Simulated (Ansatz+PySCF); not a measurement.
## singlet NaCl: levels of theory in one basis

```
atom   x (Å)   y (Å)    z (Å)
  Na  0.0000  0.0000  -1.3062
  Cl  0.0000  0.0000   0.8452
```

Basis set: def2-SVP (spherical functions). Correlated methods keep 6 orbitals frozen. Charge 0, multiplicity 1.

Computed with Ansatz (development build ahead of 0.2.0); each method stands on the lowest determinant of its kind that the runs found. NEVPT2 correlates all electrons. Active spaces start from the frontier orbitals, and the lowest solution found is given.

```json
{"method": "RHF", "E − E(RHF) (eV)": "0.00", "<S²> of the determinant": "0.00"}
{"method": "RHF-MP2", "E − E(RHF) (eV)": "-3.78", "<S²> of the determinant": "–"}
{"method": "RHF-CCSD(T)", "E − E(RHF) (eV)": "-4.17", "<S²> of the determinant": "–"}
{"method": "CASSCF(6,6)", "E − E(RHF) (eV)": "-1.16", "<S²> of the determinant": "–"}
{"method": "SC-NEVPT2(6,6)", "E − E(RHF) (eV)": "-3.93", "<S²> of the determinant": "–"}
```

Question: What does RHF-CCSD give on the same scale?

Answer: -4.11 eV.

Question: Is a single determinant a sound starting point here?

Answer: By this sign, yes. Unrestricted orbitals gain 0.00 eV and <S²> is 0.00 against 0.00 for a pure state. The CASSCF(6,6) natural occupations are 1.99, 1.99, 1.98, 0.01, 0.01, 0.01.
